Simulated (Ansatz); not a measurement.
Solid chlorine, treated with PBE (Ansatz, a program for electronic structure, plane waves, PAW).

Run with plane-wave cutoff 520 eV, 6×6×4 k mesh (along the axes of the cell as run), scalar-relativistic PAW data made under PBE.

Cell (measured lattice):

```yaml
crystal:
  lattice:
    - [3.15400, -2.27915, 0.00000]
    - [3.15400, 2.27915, 0.00000]
    - [0.00000, 0.00000, 8.15490]
  atoms:
    - { symbol: Cl, position: [0.11519, 0.88481, 0.89423] }
    - { symbol: Cl, position: [0.38481, 0.61519, 0.39423] }
    - { symbol: Cl, position: [0.61519, 0.38481, 0.60577] }
    - { symbol: Cl, position: [0.88481, 0.11519, 0.10577] }
```

Give the computed elastic constant C44, Poisson ratio, Young modulus, elastic constant C11, elastic constant C12, elastic constant C13, elastic constant C33 and elastic constant C66.


- elastic constant C44: 3.41 GPa
- Poisson ratio: 0.277
- Young modulus: 7.4 GPa
- elastic constant C11: 11.2 GPa
- elastic constant C12: 5.59 GPa
- elastic constant C13: 4.44 GPa
- elastic constant C33: 12.1 GPa
- elastic constant C66: 4.20 GPa

Note: the cell isn't this level's own, so it is under some stress, which shifts stiffness and frequencies.

Elastic constants are with the ions relaxed.

The computed numbers hold no vibrational or temperature effects.
